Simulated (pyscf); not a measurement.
Optimised with ωB97X-D3(BJ)/def2-SVP in PySCF.

SMILES: [S]=[Mo](=[S])([SH])[SH]
```xyz
7

S     -1.3498    -0.8205     2.2407
Mo    -1.3455    -0.0468     0.3169
S     -2.8253     1.3826     0.0575
S      0.6278     1.0422    -0.1272
S     -1.6958    -1.8528    -1.0588
H      1.4048     0.0836     0.4230
H     -2.0001    -1.1045    -2.1418
```

Task: How much does it cost (ΔH, 298 K, ωB97M-D3(BJ)/def2-TZVP) to split S=Mo(=S)(SH)–SH (SMILES [S]=[Mo](=[S])([SH])[SH]) at its H–S bond into [S–Mo(=S)(=S)–SH]• + H•?

Result: H–S to [S–Mo(=S)(=S)–SH]• + H•: 82.9 kcal/mol. The 7 functionals that were run give +75.2 (PBE) to +82.9 kcal/mol (ωB97M-D3(BJ)/def2-TZVP). The radicals are drawn with the spin at the cut bond; how far it spreads was not checked. Other isomers of [S–Mo(=S)(=S)–SH]• were not searched in full and may lie lower. Open-shell species with a d-block atom are single-reference here; other states, and whether the spin sits on metal or ligand, were not checked. Elements past Kr carry the def2 core potentials, without spin-orbit coupling.
